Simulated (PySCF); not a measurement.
## SMILES FC=C=CF, C$_{3}$H$_{2}$F$_{2}$

Geometry:
```
atom   x (Å)   y (Å)   z (Å)
  F1   2.184  -0.649  -0.344
  C2   1.271   0.173   0.195
  C3  -0.003   0.043  -0.011
  C4  -1.277  -0.088  -0.217
  F5  -2.076  -0.805   0.587
  H6   1.728   0.954   0.788
  H7  -1.826   0.377  -1.025
```

Method used: TDDFT CAM-B3LYP/def2-SVPD circular dichroism and optical rotation, one conformer, gas phase in PySCF. Geometry: GFN2-xTB.

States above about 9.7 eV lie in this functional's continuum (it starts at minus the energy of the highest occupied orbital, well below the true ionisation energy for most functionals) and depend on the basis. No stereocentre is labelled: unless the shape is locked (an allene, a helicene, a hindered biaryl), the mirror image is equally populated and a measured rotation or CD is zero.

Problem. Draw the ECD and absorption spectra from the lowest 16 states, each a Gaussian of half-width 0.25 eV at 1/e height.

Solution. 
| E (eV) | λ (nm) | Δε (L mol⁻¹ cm⁻¹) | ε (L mol⁻¹ cm⁻¹) |
| --- | --- | --- | --- |
| 5.18 | 239 | -0.01 | 2.06 |
| 5.28 | 235 | -0.03 | 8.73 |
| 5.38 | 230 | -0.10 | 27 |
| 5.48 | 226 | -0.29 | 61 |
| 5.58 | 222 | -0.63 | 101 |
| 5.68 | 218 | -1.03 | 122 |
| 5.78 | 214 | -1.23 | 108 |
| 5.88 | 211 | -1.10 | 71.5 |
| 5.98 | 207 | -0.72 | 35.1 |
| 6.08 | 204 | -0.35 | 12.9 |
| 6.18 | 201 | -0.12 | 3.57 |
| 6.28 | 197 | -0.03 | 0.76 |
| 6.38 | 194 | 0.00 | 0.202 |
| 6.48 | 191 | +0.01 | 0.422 |
| 6.58 | 188 | +0.05 | 1.45 |
| 6.68 | 186 | +0.13 | 3.71 |
| 6.78 | 183 | +0.24 | 6.94 |
| 6.88 | 180 | +0.32 | 9.46 |
| 6.98 | 178 | +0.32 | 10.2 |
| 7.08 | 175 | +0.22 | 17.1 |
| 7.18 | 173 | +0.07 | 89.9 |
| 7.28 | 170 | -0.26 | 518 |
| 7.38 | 168 | -1.25 | 2250 |
| 7.48 | 166 | -3.74 | 7160 |
| 7.58 | 164 | -7.60 | 16800 |
| 7.68 | 161 | -9.82 | 29700 |
| 7.78 | 159 | -5.97 | 41500 |
| 7.88 | 157 | +3.67 | 49400 |
| 7.98 | 155 | +11.99 | 53500 |
| 8.08 | 153 | +12.99 | 52100 |
| 8.18 | 152 | +8.38 | 42300 |
| 8.28 | 150 | +3.51 | 26600 |
| 8.38 | 148 | +0.95 | 12600 |
| 8.48 | 146 | +0.18 | 4360 |
| 8.58 | 144 | +0.15 | 1120 |
| 8.68 | 143 | +0.62 | 271 |
| 8.78 | 141 | +2.07 | 254 |
| 8.88 | 140 | +5.17 | 554 |
| 8.98 | 138 | +9.59 | 979 |
| 9.08 | 137 | +13.11 | 1280 |
| 9.18 | 135 | +13.14 | 1280 |
| 9.28 | 134 | +9.60 | 1100 |
| 9.38 | 132 | +4.88 | 1090 |
| 9.48 | 131 | +1.46 | 1400 |
| 9.58 | 129 | +1.39 | 1970 |
| 9.68 | 128 | +5.91 | 2760 |
| 9.78 | 127 | +12.86 | 3670 |

Δε uses R in velocity form, ε uses f in length form. Only the states computed contribute, so the short-wavelength end is incomplete.

The sign of the CD band at 153 nm isn't settled: the length form gives the opposite one.
